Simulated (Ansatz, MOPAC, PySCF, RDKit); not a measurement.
Noncovalent pair: CH5N (SMILES CN) (first 7 atoms) with CH5N (SMILES CN); geometry from S66by8 set.
(charge 0, multiplicity 1):
```xyz
14

N     -1.33712     0.20161    -0.62261
H     -0.50853    -0.38324    -0.67295
H     -1.99895    -0.18805    -1.28085
C     -1.89714     0.12209     0.72477
H     -2.79122     0.73994     0.78599
H     -2.16123    -0.88515     1.06227
H     -1.17876     0.52937     1.43391
N      1.50816    -0.69510    -0.48779
H      1.80443    -0.42056    -1.41577
H      2.13171    -1.44279    -0.21259
C      1.66839     0.44011     0.42589
H      1.39820     0.12542     1.43154
H      2.67580     0.86189     0.46286
H      0.97585     1.22589     0.13323
```

Counterpoise-corrected where a basis set is named; no monomer relaxation.

The state that PM3 reach isn't checked.

Run with Ansatz (a quantum-chemistry and plane-wave program) with Gaussian orbitals; MOPAC for PM3 (differences of heats of formation); PySCF for the dispersion terms; RDKit for the force fields. 

Question: One of these levels gives -13.1 kJ/mol for the interaction energy. Which one is it?
(A) MMFF94
(B) r2SCAN-D3(BJ)/def2-TZVPPD
(C) r2SCAN/def2-TZVPPD
(D) PM3

Answer: C, r2SCAN/def2-TZVPPD. The others give -5.2 (MMFF94), 8.8 (PM3), -15.7 (r2SCAN-D3(BJ)/def2-TZVPPD)
